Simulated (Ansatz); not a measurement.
Geometry optimisation, RKS PBE-D4/6-31G* in Ansatz.

Input:

```yaml
crystal:
  periodic: [false, false, false]
  atoms:
    - { symbol: C, position_ang: [-0.6966, 0.5028, -0.2909] }
    - { symbol: Al, position_ang: [0.8563, -0.5159, 0.2092] }
    - { symbol: Cl, position_ang: [0.6641, -2.079, 1.7461] }
    - { symbol: H, position_ang: [-0.4819, 1.6335, -0.1083] }
    - { symbol: H, position_ang: [-1.6151, 0.202, 0.276] }
    - { symbol: H, position_ang: [-0.9554, 0.4171, -1.3834] }
    - { symbol: H, position_ang: [2.2897, -0.2285, -0.4945] }
basis:
  gaussian: { orbitals: "6-31G*" }
hamiltonian:
  xc: pbe
  dispersion: d4
relax:
  f_tol: 0.02
  max_steps: 40
scf:
  lower_state_search: "off"
```

Command:

```bash
$ ansatz run input.yaml --threads 1 --pin off --max-ram 2048MiB --backend cpu --events-out ev --progress --plain --runs-dir out
```

Q: Where does it end, and by what steps?

A: It converged. After 4 steps the energy has fallen by 0.128 eV; H7 moved furthest, 0.11 Å.

```tsv
step	energy less start (eV)	largest force component (eV/Å)	accepted
0	0.0000	1.505	yes
1	-0.1143	0.647	yes
2	-0.1271	0.074	yes
3	-0.1277	0.021	yes
4	-0.1278	0.004	yes
```

```xyz
7
Properties=species:S:1:pos:R:3
C -0.722 0.530 -0.289
Al 0.866 -0.506 0.195
Cl 0.706 -2.028 1.678
H -0.550 1.608 -0.114
H -1.615 0.228 0.282
H -0.947 0.418 -1.366
H 2.323 -0.319 -0.432
```

Whether the end is a true minimum wasn't checked by a vibrational analysis.

Run time: 6.3 s on 1 thread of Arm Neoverse V1, with other jobs on the host, peak memory 0.11 GiB.
